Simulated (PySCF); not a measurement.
# AlH⁺: a composite coupled-cluster calculation

State: ²Σ⁺, doublet, unpaired electrons σ ↑. De refers to Al⁺ + H. ROHF-based CCSD(T) in PySCF 2.14 with Al aug-cc-pV(T+d)Z, H aug-cc-pVTZ and Al aug-cc-pV(Q+d)Z, H aug-cc-pVQZ (frozen core orbitals: 5; no relativity). Correlation energies are extrapolated as n⁻³ (n = 3, 4), Hartree–Fock as (n+1)·exp(−9√n). CV is the change on freezing 1 orbitals instead, in Al cc-pwCVTZ, H cc-pVTZ. SR is the spin-free X2C energy in Al cc-pVTZ-DK, H cc-pVTZ-DK less the non-relativistic one in Al cc-pVTZ, H cc-pVTZ.

| Level | Re (Å) | ωe (cm⁻¹) | ωexe (cm⁻¹) | αe (cm⁻¹) | De (eV) |
| --- | --- | --- | --- | --- | --- |
| CCSD(T)/TZ | 1.6102 | 1668.2 | 68.0 | 0.310 | 0.832 |
| CCSD(T)/QZ | 1.6067 | 1699.9 | 67.5 | 0.299 | 0.870 |
| HF/CBS | 1.5608 | 2032 | n/a | 0.172 | 0.562 |
| MP2/CBS | 1.5789 | 1884 | n/a | n/a | 0.833 |
| CCSD/CBS | 1.6027 | 1728.6 | n/a | 0.288 | 0.862 |
| CCSD(T)/CBS | 1.6056 | 1710.3 | n/a | 0.295 | 0.887 |
| CCSD(T)/CBS+CV | 1.6053 | 1681.7 | n/a | 0.310 | 0.838 |
| CCSD(T)/CBS+CV+SR | 1.6058 | 1673.6 | n/a | 0.314 | 0.823 |

Problem. How much is left between CCSD(T)/QZ and the basis-set limit, and how much do the triples give at the limit?

Solution. CCSD(T)/CBS less CCSD(T)/QZ: -1.1 mÅ in Re, +10.4 cm⁻¹ in ωe and +0.017 eV in De. CCSD(T)/CBS less CCSD/CBS: +2.9 mÅ in Re, -18.3 cm⁻¹ in ωe and +0.025 eV in De.

Problem. What do the later terms add?

Solution. CV: -0.3 mÅ in Re, -28.6 cm⁻¹ in ωe and -0.049 eV in De; SR: +0.5 mÅ in Re, -8.1 cm⁻¹ in ωe and -0.015 eV in De, each against the row above.

The T1 diagnostic is 0.050, large enough to doubt a single reference. The state was picked by a PBE0 search and need not be the measured ground state. Spin–orbit coupling, excitations beyond (T) and corrections to the Born–Oppenheimer picture are left out.

The whole job (state search and all basis sets along the bond) took about 11 min on 4 threads of Arm Neoverse V1 (shared host), peak memory 16 GiB.
